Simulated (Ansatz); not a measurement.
**BH6NSi (SMILES NB[SiH3]): functionals against CCSD(T) at one geometry**

The task here is to estimate one member of a computed series from the others.

Program: Ansatz 0.2.0, Gaussian basis. Level of theory: single points in def2-TZVPP. These are calculated values, not measurements.

Correlated methods freeze the cores.

**Where the work starts**

SMILES `NB[SiH3]`, 9 atoms, charge 0, spin multiplicity 1.

Atoms are counted from 1 here; the program's logs count them from 0.

Bond lengths: N1–B2 1.375 Å, N1–H4 1.056 Å, N1–H5 1.027 Å, B2–Si3 2.168 Å, B2–H6 1.340 Å, Si3–H7 1.540 Å, Si3–H8 1.573 Å, Si3–H9 1.538 Å. Angles: B2–N1–H4 127.0°, B2–N1–H5 118.2°, H4–N1–H5 112.6°, N1–B2–Si3 110.4°, N1–B2–H6 133.8°, Si3–B2–H6 115.7°, B2–Si3–H7 107.5°, B2–Si3–H8 103.0°, B2–Si3–H9 114.0°, H7–Si3–H8 102.9°, H7–Si3–H9 118.3°, H8–Si3–H9 109.4°.

Coordinates:

```mol
BH6NSi
  3D, bonds by distance, orders not assigned

  9  8  0  0  0  0  0  0  0  0999 V2000
   -0.8248    0.7306   -1.1652 N   0  0
   -0.0464    0.9688   -0.0577 B   0  0
    0.5961   -0.9013    0.8312 Si  0  0
   -1.2461   -0.1923   -1.4599 H   0  0
   -1.2699    1.5324   -1.6271 H   0  0
    0.4054    2.0817    0.5370 H   0  0
    0.1295   -2.0393   -0.0954 H   0  0
    2.1531   -0.8823    0.6080 H   0  0
    0.2960   -1.0158    2.3353 H   0  0
  1  2  8  0
  1  4  8  0
  1  5  8  0
  2  3  8  0
  2  6  8  0
  3  7  8  0
  3  8  8  0
  3  9  8  0
M  END
```

Set-up of the first run:

Input file run/in.yaml:

```yaml
crystal:
  periodic: [false, false, false]
  atoms:
    - {symbol: N, position_ang: [-0.824783, 0.730590, -1.165235]}
    - {symbol: B, position_ang: [-0.046356, 0.968833, -0.057724]}
    - {symbol: Si, position_ang: [0.596110, -0.901308, 0.831238]}
    - {symbol: H, position_ang: [-1.246119, -0.192350, -1.459904]}
    - {symbol: H, position_ang: [-1.269930, 1.532395, -1.627078]}
    - {symbol: H, position_ang: [0.405416, 2.081707, 0.537025]}
    - {symbol: H, position_ang: [0.129498, -2.039250, -0.095421]}
    - {symbol: H, position_ang: [2.153149, -0.882271, 0.608024]}
    - {symbol: H, position_ang: [0.295987, -1.015826, 2.335333]}
basis:
  gaussian: {orbitals: def2-TZVPP}
hamiltonian: {xc: pbe, dispersion: d4}
output: {forces: true}
```

Run with:

```sh
$ ansatz run in.yaml --threads 2 --pin off --events-out ev --progress --plain --max-ram 3481MiB
```

Steps of the session up to this table: PBE-D4/def2-TZVPP; r2SCAN-D4/def2-TZVPP; PBE0-D4/def2-TZVPP; wB97M-V/def2-TZVPP; CCSD(T)/def2-TZVPP.

One table of the session follows, with a row left open; its other results are not shown here.

```
   method  RMS force component (eV/Å)  angle to CCSD(T) forces (°)  dipole (D)
   PBE-D4                       0.989                          6.3        2.77
r2SCAN-D4                       1.069                          4.1        2.76
  PBE0-D4                           ?                            ?           ?
  wB97M-V                       1.115                          4.4        2.77
  CCSD(T)                       1.152                    reference        2.76
```

Estimate the missing values for PBE0-D4.

As computed: RMS force component (eV/Å): 1.061; angle to CCSD(T) forces (°): 5.2; dipole (D): 2.73. In the column «RMS force component (eV/Å)» it lies between PBE-D4 (0.989) and r2SCAN-D4 (1.069).

Caveats from the session: CCSD(T) in triple zeta still lacks some correlation energy of the bonds, so part of these gaps is its own basis error and they don't rank the functionals.
